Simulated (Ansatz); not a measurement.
Ansatz (a program for electronic structure) input (HF/6-31G*):

Ansatz 0.2 input:
```yaml
crystal:
  periodic: [false, false, false]
  atoms:
    - {symbol: Si, position_ang: [0.00024703, -0.01105085, 1.17608006]}
    - {symbol: Si, position_ang: [-0.00024703, 0.01105085, -1.17608006]}
    - {symbol: H, position_ang: [-0.00037678, 1.36938535, 1.70496893]}
    - {symbol: H, position_ang: [-1.19902217, -0.70917633, 1.68568983]}
    - {symbol: H, position_ang: [1.20046512, -0.70790349, 1.68519779]}
    - {symbol: H, position_ang: [0.00037678, -1.36938535, -1.70496893]}
    - {symbol: H, position_ang: [-1.20046512, 0.70790349, -1.68519779]}
    - {symbol: H, position_ang: [1.19902217, 0.70917633, -1.68568983]}
basis:
  gaussian:
    orbitals: 6-31G*
hamiltonian:
  xc: {name: HF}
phonons: {temperatures: {t_min: 298.15, t_max: 298.15, t_step: 100}}
```

Output:

```
Functional definition: HF
integrals: 0.01 GiB planned
547 factors; integrals over basis functions are off by at most 7.3e-4 eV
mean field: 0.09 GiB planned
mean field evaluation 1: about -15817.1589 eV, gradient 1.2e1 eV
mean field evaluation 2: about -15817.2029 eV, gradient 1.2e1 eV
mean field evaluation 4: about -15818.1154 eV, gradient 4.5e-1 eV
mean field evaluation 8: about -15818.1174 eV, gradient 2.0e-4 eV
mean field -15818.11740480 eV, -581.3050927213 hartree, gradient 2.3e-5 eV, S^2 0.000000; 0 other end points of the search recorded, 0 dependent functions left out
the calculation of the forces begins
reference -15818.11740480 eV, -581.3050927213 hartree; 17, 17 occupied and 33, 33 virtual orbitals, 547 factors
these checks for a lower state are left out or cut short: stability, starts, cluster_reference, orbital_swaps, neighbouring_geometries, increment
integrals: 0.01 GiB planned
547 factors; integrals over basis functions are off by at most 7.4e-4 eV
mean field: 0.09 GiB planned
mean field evaluation 16: about -15818.1173 eV, gradient 2.4e-6 eV
mean field -15818.11730577 eV, -581.3050890821 hartree, gradient 2.4e-6 eV, S^2 0.000000; 0 other end points of the search recorded, 0 dependent functions left out
the calculation of the forces begins
reference -15818.11730577 eV, -581.3050890821 hartree; 17, 17 occupied and 33, 33 virtual orbitals, 547 factors
these checks for a lower state are left out or cut short: stability, starts, cluster_reference, orbital_swaps, neighbouring_geometries, increment
integrals: 0.01 GiB planned
547 factors; integrals over basis functions are off by at most 7.3e-4 eV
mean field: 0.09 GiB planned
mean field -15818.11730529 eV, -581.3050890644 hartree, gradient 2.3e-6 eV, S^2 0.000000; 0 other end points of the search recorded, 0 dependent functions left out
the calculation of the forces begins
reference -15818.11730529 eV, -581.3050890644 hartree; 17, 17 occupied and 33, 33 virtual orbitals, 547 factors
these checks for a lower state are left out or cut short: stability, starts, cluster_reference, orbital_swaps, neighbouring_geometries, increment
integrals: 0.01 GiB planned
547 factors; integrals over basis functions are off by at most 7.3e-4 eV
mean field: 0.09 GiB planned
mean field -15818.11731811 eV, -581.3050895355 hartree, gradient 2.7e-6 eV, S^2 0.000000; 0 other end points of the search recorded, 0 dependent functions left out
the calculation of the forces begins
reference -15818.11731811 eV, -581.3050895355 hartree; 17, 17 occupied and 33, 33 virtual orbitals, 547 factors
these checks for a lower state are left out or cut short: stability, starts, cluster_reference, orbital_swaps, neighbouring_geometries, increment
integrals: 0.01 GiB planned
547 factors; integrals over basis functions are off by at most 7.3e-4 eV
mean field: 0.09 GiB planned
mean field evaluation 32: about -15818.0553 eV, gradient 2.5e-1 eV
mean field -15818.11731111 eV, -581.3050892784 hartree, gradient 2.9e-6 eV, S^2 0.000000; 0 other end points of the search recorded, 0 dependent functions left out
the calculation of the forces begins
reference -15818.11731111 eV, -581.3050892784 hartree; 17, 17 occupied and 33, 33 virtual orbitals, 547 factors
these checks for a lower state are left out or cut short: stability, starts, cluster_reference, orbital_swaps, neighbouring_geometries, increment
integrals: 0.01 GiB planned
547 factors; integrals over basis functions are off by at most 7.3e-4 eV
mean field: 0.09 GiB planned
mean field -15818.11734931 eV, -581.3050906821 hartree, gradient 2.3e-6 eV, S^2 0.000000; 0 other end points of the search recorded, 0 dependent functions left out
the calculation of the forces begins
reference -15818.11734931 eV, -581.3050906821 hartree; 17, 17 occupied and 33, 33 virtual orbitals, 547 factors
these checks for a lower state are left out or cut short: stability, starts, cluster_reference, orbital_swaps, neighbouring_geometries, increment
integrals: 0.01 GiB planned
547 factors; integrals over basis functions are off by at most 7.4e-4 eV
mean field: 0.09 GiB planned
mean field -15818.11734902 eV, -581.3050906714 hartree, gradient 1.8e-6 eV, S^2 0.000000; 0 other end points of the search recorded, 0 dependent functions left out
the calculation of the forces begins
reference -15818.11734902 eV, -581.3050906714 hartree; 17, 17 occupied and 33, 33 virtual orbitals, 547 factors
these checks for a lower state are left out or cut short: stability, starts, cluster_reference, orbital_swaps, neighbouring_geometries, increment
integrals: 0.01 GiB planned
547 factors; integrals over basis functions are off by at most 7.3e-4 eV
mean field: 0.09 GiB planned
mean field -15818.11739357 eV, -581.3050923085 hartree, gradient 1.5e-6 eV, S^2 0.000000; 0 other end points of the search recorded, 0 dependent functions left out
the calculation of the forces begins
reference -15818.11739357 eV, -581.3050923085 hartree; 17, 17 occupied and 33, 33 virtual orbitals, 547 factors
these checks for a lower state are left out or cut short: stability, starts, cluster_reference, orbital_swaps, neighbouring_geometries, increment
integrals: 0.01 GiB planned
547 factors; integrals over basis functions are off by at most 7.3e-4 eV
mean field: 0.09 GiB planned
mean field -15818.11739517 eV, -581.3050923673 hartree, gradient 1.3e-6 eV, S^2 0.000000; 0 other end points of the search recorded, 0 dependent functions left out
the calculation of the forces begins
reference -15818.11739517 eV, -581.3050923673 hartree; 17, 17 occupied and 33, 33 virtual orbitals, 547 factors
these checks for a lower state are left out or cut short: stability, starts, cluster_reference, orbital_swaps, neighbouring_geometries, increment
integrals: 0.01 GiB planned
547 factors; integrals over basis functions are off by at most 7.3e-4 eV
mean field: 0.09 GiB planned
mean field evaluation 64: about -15818.0554 eV, gradient 2.4e-1 eV
mean field -15818.11736125 eV, -581.3050911209 hartree, gradient 2.1e-6 eV, S^2 0.000000; 0 other end points of the search recorded, 0 dependent functions left out
the calculation of the forces begins
reference -15818.11736125 eV, -581.3050911209 hartree; 17, 17 occupied and 33, 33 virtual orbitals, 547 factors
these checks for a lower state are left out or cut short: stability, starts, cluster_reference, orbital_swaps, neighbouring_geometries, increment
integrals: 0.01 GiB planned
547 factors; integrals over basis functions are off by at most 7.3e-4 eV
mean field: 0.09 GiB planned
mean field -15818.11736088 eV, -581.3050911072 hartree, gradient 1.8e-6 eV, S^2 0.000000; 0 other end points of the search recorded, 0 dependent functions left out
the calculation of the forces begins
reference -15818.11736088 eV, -581.3050911072 hartree; 17, 17 occupied and 33, 33 virtual orbitals, 547 factors
these checks for a lower state are left out or cut short: stability, starts, cluster_reference, orbital_swaps, neighbouring_geometries, increment
integrals: 0.01 GiB planned
547 factors; integrals over basis functions are off by at most 7.3e-4 eV
mean field: 0.09 GiB planned
mean field -15818.11738545 eV, -581.3050920103 hartree, gradient 1.5e-6 eV, S^2 0.000000; 0 other end points of the search recorded, 0 dependent functions left out
the calculation of the forces begins
reference -15818.11738545 eV, -581.3050920103 hartree; 17, 17 occupied and 33, 33 virtual orbitals, 547 factors
these checks for a lower state are left out or cut short: stability, starts, cluster_reference, orbital_swaps, neighbouring_geometries, increment
integrals: 0.01 GiB planned
547 factors; integrals over basis functions are off by at most 7.3e-4 eV
mean field: 0.09 GiB planned
mean field -15818.11738509 eV, -581.3050919971 hartree, gradient 1.5e-6 eV, S^2 0.000000; 0 other end points of the search recorded, 0 dependent functions left out
the calculation of the forces begins
reference -15818.11738509 eV, -581.3050919971 hartree; 17, 17 occupied and 33, 33 virtual orbitals, 547 factors
these checks for a lower state are left out or cut short: stability, starts, cluster_reference, orbital_swaps, neighbouring_geometries, increment
integrals: 0.01 GiB planned
547 factors; integrals over basis functions are off by at most 7.3e-4 eV
mean field: 0.09 GiB planned
mean field -15818.11739044 eV, -581.3050921937 hartree, gradient 1.8e-6 eV, S^2 0.000000; 0 other end points of the search recorded, 0 dependent functions left out
the calculation of the forces begins
reference -15818.11739044 eV, -581.3050921937 hartree; 17, 17 occupied and 33, 33 virtual orbitals, 547 factors
these checks for a lower state are left out or cut short: stability, starts, cluster_reference, orbital_swaps, neighbouring_geometries, increment
integrals: 0.01 GiB planned
547 factors; integrals over basis functions are off by at most 7.3e-4 eV
mean field: 0.09 GiB planned
mean field evaluation 96: about -15818.1174 eV, gradient 6.0e-6 eV
mean field -15818.11739268 eV, -581.3050922759 hartree, gradient 1.6e-6 eV, S^2 0.000000; 0 other end points of the search recorded, 0 dependent functions left out
the calculation of the forces begins
reference -15818.11739268 eV, -581.3050922759 hartree; 17, 17 occupied and 33, 33 virtual orbitals, 547 factors
Total energy: -15818.11740480 eV, -581.3050927213 hartree
Atom 0 at     0.000247    -0.011051     1.176080 Å, force     0.000000    -0.000019     0.002024 eV/Å
Atom 1 at    -0.000247     0.011051    -1.176080 Å, force    -0.000000     0.000019    -0.002024 eV/Å
Atom 2 at    -0.000377     1.369385     1.704969 Å, force    -0.000000    -0.000129    -0.000444 eV/Å
Atom 3 at    -1.199022    -0.709176     1.685690 Å, force     0.000115     0.000071    -0.000442 eV/Å
Atom 4 at     1.200465    -0.707903     1.685198 Å, force    -0.000115     0.000071    -0.000442 eV/Å
Atom 5 at     0.000377    -1.369385    -1.704969 Å, force     0.000000     0.000129     0.000444 eV/Å
Atom 6 at    -1.200465     0.707903    -1.685198 Å, force     0.000115    -0.000071     0.000442 eV/Å
Atom 7 at     1.199022     0.709176    -1.685690 Å, force    -0.000115    -0.000071     0.000442 eV/Å
Dipole moment:     0.000000     0.000000     0.000000 e Å
Vibrations: 133.13 417.20 417.21 464.03 697.30 697.30 948.05 1025.63 1025.63 1032.40 1041.46 1041.47 2358.58 2359.79 2359.80 2369.14 2369.15 2375.24 cm⁻¹, zero-point energy 1.434033 eV
```

The blocks after the first are displaced geometries, from whose forces the wavenumbers follow.
